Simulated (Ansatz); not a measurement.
**Relaxing CdCl**

The calculation used Ansatz, DFT PBE, scalar-relativistic, plane waves, PAW.

The start puts CdCl on the AuCd (B19) structure type (Pmma, No. 51), with Cl in place of Au, at a guessed volume.

The final relaxation ran on this input, with the default PAW datasets:

```yaml
crystal:
  lattice:
    - [6.8189926682, 0.0, 0.0]
    - [0.0, 4.0329289814, 0.0]
    - [0.0, 0.0, 4.040736834]
  atoms:
    - { symbol: Cd, position: [0.75, 0.0, 0.5011182353] }
    - { symbol: Cd, position: [0.25, 0.0, 0.4988817647] }
    - { symbol: Cl, position: [0.75, 0.5, 0.0009470127] }
    - { symbol: Cl, position: [0.25, 0.5, 0.9990529873] }
basis:
  ecutwfc: 420
kpoints:
  mp_grid: { grid: [8, 12, 12] }
hamiltonian:
  xc: pbe
scf:
  occupations: { method: gaussian, width: 0.1 }
output:
  forces: true
  stress: true
  eigenvalues: true
relax:
  adjacent_minimum: "off"
  f_tol: 0.01
  max_steps: 80
  cell: { stress_tol: 0.05 }
```

Launched as:

```bash
ansatz run input.yaml --threads 1 --pin off --max-ram 2560MiB --backend cpu --events-out ev --progress --plain --runs-dir out
```

Time: 61 s on 1 thread of Intel(R) Xeon(R) 6975P-C (Granite Rapids), on a shared host, peak memory 0.9 GiB.

The program printed at the end:

```
SCF converged after 5 iterations
Free energy (F): -18669.609419 eV
Harris-Foulkes:  -18669.609419 eV  (|F-HF|=3.64e-12)
Internal energy: -18669.598817 eV  (E = F + TS)
E sigma→0 (E₀):  -18669.604118 eV
Entropy (-TS):   -0.010602 eV (-2.651 meV/atom)
Fermi energy:    6.633152 eV
--- Per-component energies (eV) ---
  E_band       = -1092.952731
  E_kinetic    = 1330.355971
  E_local      = -8308.897191  (includes V_loc(G=0)·N_el)
  E_nonlocal   = 124.241593
  E_hartree    = 3761.036230
  E_xc         = -565.088042
  E_vxc        = -683.554904  (∫ρ·V_xc dr)
  E_paw        = -9486.443659  (= ΣΔE_a)
  E_vpaw       = -1077.170704  (= ΣTr[D̂ρ^β])
  E_aug_tail   = 0.000210  (compensation charges beyond the density's cutoff)
  E_ewald      = -5524.803928
  E_smearing   = -0.010602  (= −TS)
  E_closure    =  0.000000  (closes the sum)
  Σ components = -18669.609419   (vs F -18669.609419, Δ=0.00e0)
--- Forces (eV/Å), atoms counted from 1 ---
  atom   1  Cd     0.00000000     0.00000000    -0.00020186
  atom   2  Cd     0.00000000     0.00000000     0.00020186
  atom   3  Cl     0.00000000     0.00000000     0.00001434
  atom   4  Cl     0.00000000     0.00000000    -0.00001434
  max |Σ_I F_I| component: 2.71e-20 eV/Å
--- Stress (GPa, compression-positive) ---
        0.026998       0.000000       0.000000
        0.000000       0.006681       0.000000
        0.000000       0.000000      -0.012765
  P = ⅓ Tr σ = 0.0070 GPa (0.070 kbar)
--- Relaxed structure (2 steps of the walk, 2 accepted, 1 SCFs on fresh bases) ---
  F+E_penalty+E_count = -18669.60941887 eV   max|allowed force component| = 2.019e-4 eV/Å   (the final SCF, on the basis selected at the relaxed cell)
  cell:  # Å, volume = 111.2976 Å³
    - [6.826270, 0.0, 0.0]
    - [0.0, 4.035615, 0.0]
    - [0.0, 0.0, 4.040104]
  atoms:
    - { symbol: Cd, position: [0.750000, 0.0, 0.500970] }
    - { symbol: Cd, position: [0.25, 0.0, 0.499030] }
    - { symbol: Cl, position: [0.750000, 0.5, 0.000804] }
    - { symbol: Cl, position: [0.25, 0.5, 0.999196] }
```

Total energies depend on the potentials used, so only differences within one code and one set of settings carry meaning.

The result has space group P4/mmm (No. 123). Around Cd lie 4 Cl at 2.86 Å; Cl has 4 Cd at 2.86 Å.

Against the elements it lies at -0.45 eV/atom. The zero of energy is the elements' standard structures at the same level (Cl₂ as a molecule); no fitted shifts are applied.

The k mesh leaves about 4 meV/atom of noise in metals.

A structure relaxed within its symmetry needn't be a true minimum.